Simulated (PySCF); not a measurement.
**Highest orbital energy against ionisation energy along the alkali metals**

Calculated with PySCF 2.14, no spin-orbit coupling. Each cell gives −ε(HOMO) / ΔSCF in eV; NIST values include spin-orbit coupling, (s) semi-empirical, (t) theoretical.

```csv
species,UHF,LDA,PBE,PBE0,r2SCAN,NIST (lowest levels)
"Li (aug-cc-pCVTZ-DK, spin-free X2C)",5.344 / 5.343,3.165 / 5.473,3.229 / 5.588,3.832 / 5.571,3.253 / 5.388,5.392
"K (aug-cc-pwCVTZ-X2C, spin-free X2C)",4.033 / 4.023,2.629 / 4.553,2.537 / 4.465,2.994 / 4.392,2.581 / 4.262,4.341
"Rb (aug-cc-pwCVTZ-X2C, spin-free X2C)",3.817 / 3.803,2.551 / 4.410,2.436 / 4.290,2.867 / 4.207,2.484 / 4.086,4.177
"Cs (aug-cc-pwCVTZ-X2C, spin-free X2C)",3.496 / 3.479,2.392 / 4.110,2.268 / 3.979,2.661 / 3.894,2.319 / 3.774,3.894
```

Task: How far is −ε(HOMO) from ΔSCF on average for each method, and why?

Result: UHF 0.01 eV; LDA -1.95 eV; PBE -1.96 eV; PBE0 -1.43 eV; r2SCAN -1.72 eV. Hartree-Fock orbital energies lack relaxation and so exceed the ΔSCF value; semilocal functionals have convex E(N) from self-interaction, so their HOMO lies far too high; exact exchange moves hybrids part of the way back.
